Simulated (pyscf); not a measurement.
## Multi-bond step: F–Nb(F)(F)(F)–O–SiH₃ + hydrogen (H₂) → silanol (HO–SiH₃) + F–NbH(F)(F)–F

Gas phase, singlet surface, charge 0. Bonds broken: O1–Nb2, H7–H9, Si8–H10. Bonds formed: O1–H7, Nb2–H10, Si8–H9. PySCF, gas phase, ωB97X-D3(BJ)/def2-SVP geometries.

Transition state (Å):

```xyz
12

O      0.4441     1.1230     0.7581
Nb     0.6837     0.6638    -1.1793
F     -0.0747     2.3201    -1.5780
F      0.1078     0.0409    -2.8157
F      0.9499    -1.1005    -0.6351
F      2.4469     1.1446    -1.3637
H      0.2326     1.3557     1.8800
Si    -1.2390     0.6853     1.0193
H     -0.6754     1.2586     2.5458
H     -1.2039     0.2729    -0.5600
H     -2.2999     1.7040     0.8694
H     -1.5914    -0.6667     1.5026
```

One imaginary mode, 1619i cm⁻¹; descent along it reached the two sides named, in the forms told below.

| bond | change | reactant side (Å) | saddle | product side |
|---|---|---|---|---|
| O1–Nb2 | breaks | 1.821 | 2.005 | 2.229 |
| H7–H9 | breaks | 0.759 | 1.130 | 2.7 |
| Si8–H10 | breaks | 1.484 | 1.633 | 2.599 |
| O1–H7 | forms | 3.8 | 1.165 | 0.968 |
| Nb2–H10 | forms | 4.2 | 2.025 | 1.755 |
| Si8–H9 | forms | 3.6 | 1.725 | 1.488 |

Electronic energies relative to the separated reactants (eV):

```json
[
 {"level": "ωB97X-D3(BJ)/def2-TZVP", "barrier": "2.32", "reaction energy": "+1.55", "reverse barrier": "0.77"},
 {"level": "PBE/def2-TZVP", "barrier": "2.17", "reaction energy": "+1.43", "reverse barrier": "0.74"},
 {"level": "r²SCAN/def2-TZVP", "barrier": "2.25", "reaction energy": "+1.57", "reverse barrier": "0.67"},
 {"level": "B3LYP-D3(BJ)/def2-TZVP", "barrier": "2.50", "reaction energy": "+1.54", "reverse barrier": "0.96"},
 {"level": "PBE0-D3(BJ)/def2-TZVP", "barrier": "2.23", "reaction energy": "+1.45", "reverse barrier": "0.79"},
 {"level": "M06-2X/def2-TZVP", "barrier": "2.51", "reaction energy": "+1.53", "reverse barrier": "0.98"},
 {"level": "ωB97M-D3(BJ)/def2-TZVP", "barrier": "2.43", "reaction energy": "+1.41", "reverse barrier": "1.02"},
 {"level": "HF/def2-TZVP", "barrier": "3.37", "reaction energy": "+1.38", "reverse barrier": "2.00"}
]
```

With ωB97M-D3(BJ)/def2-TZVP energies and thermal terms (ideal gas, 1 atm, RRHO with modes under 100 cm⁻¹ raised to 100, one conformer, R ln 2 for chiral ones without a mode under 150 cm⁻¹), in eV:

```tsv
T (K)	ΔH‡	ΔG‡	ΔH	ΔG
298	2.46	2.88	+1.52	+1.38
600	2.41	3.33	+1.46	+1.26
900	2.40	3.79	+1.42	+1.17
1200	2.41	4.25	+1.39	+1.09
```

On the product side the descent ends in an adduct with a Nb–O contact, 0.85 eV under the separated species and 1.61 eV under the saddle at ωB97X-D3(BJ)/def2-TZVP. What is counted as broken (Nb–O) persists as a longer contact in the product adduct; parting that adduct is a step of its own. At the saddle there is also a short Nb–Si contact that neither side keeps. This is the saddle that the search found; another between the same sides may lie lower. Elements past Kr carry the def2 core potentials, without spin-orbit coupling.
